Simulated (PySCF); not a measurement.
# Silicon: a sound run and one with changed settings

Sound run: Si [Ne] 3s2 3p2, Si+ [Ne] 3s2 3p1. All numbers are calculated (PySCF 2.14, scalar relativity by spin-free X2C-1e, in aug-cc-pVDZ-DK (5s4p2d, 27 functions)). In the sound run the correlated levels freeze [Ne]. The sound run starts from symmetry-adapted Hartree-Fock orbitals and uses a fine grid where one is needed.

Changed run: all electrons correlated in a basis built for the valence shell.

| species | method | sound run (hartree) | changed run (hartree) | converged |
| --- | --- | --- | --- | --- |
| Si | MP2 | -289.49943 | -289.50534 | yes |
| Si | CCSD(T) | -289.52019 | -289.52589 | yes |
| Si+ | MP2 | -289.20721 | -289.21318 | yes |
| Si+ | CCSD(T) | -289.22628 | -289.23212 | yes |

Ionisation energy of Si:

```tsv
method	sound run (eV)	changed run (eV)
UHF	7.640	7.640
MP2	7.952	7.950
SCS-MP2	7.873	7.870
CCSD	7.981	7.977
CCSD(T)	7.998	7.994
```

A valence basis has no tight correlating functions, so it recovers only part of the core correlation, and not evenly between atom and ion.

For comparison, NIST gives 8.152 eV between the lowest levels.
